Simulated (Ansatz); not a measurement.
# CBN: the cost of one run

Program: Ansatz 0.2.0, Gaussian basis. Level of theory: def2-QZVPP, core rule «outside noble gas», up to 3 orbitals frozen. These are calculated values, not measurements.

To be run: UHF; ROHF; CCSD(T) on UHF.

2 further runs of the same task are left out: 2 set aside as unsound or not needed.

### Step 1. The system

The geometry is a PBE0/def2-TZVP stationary point (not a proven minimum) of the parent state, kept for this charge and spin.

3 atoms, charge 1, spin multiplicity 4.

Atoms are counted from 1 here; the program's logs count them from 0.

Bond lengths: B1–C2 1.451 Å, C2–N3 1.169 Å. Angles: B1–C2–N3 180.0°.

### Step 2. UHF

Input file in.yaml:

```yaml
crystal:
  periodic: [false, false, false]
  atoms:
    - {symbol: B, position_ang: [0.000000, 0.000000, 1.356800]}
    - {symbol: C, position_ang: [0.000000, 0.000000, -0.094000]}
    - {symbol: N, position_ang: [0.000000, 0.000000, -1.262800]}
basis:
  gaussian: {orbitals: "def2-QZVPP.json"}
total_charge: 1
magnetization: {spin_polarized: true, initial_magnetization: 3}
hamiltonian: {xc: hf}
output: {orbitals: {seedname: orbitals}}
```

Run with:

```console
$ ansatz run in.yaml --threads 1 --pin off --events-out ev --progress --plain --max-ram 2393MiB
```

**Question.** How long does this run take on 1 thread of Arm Neoverse V2, shared host, and how much memory does it need?

About 14 s, with a peak of 0.3 GiB.
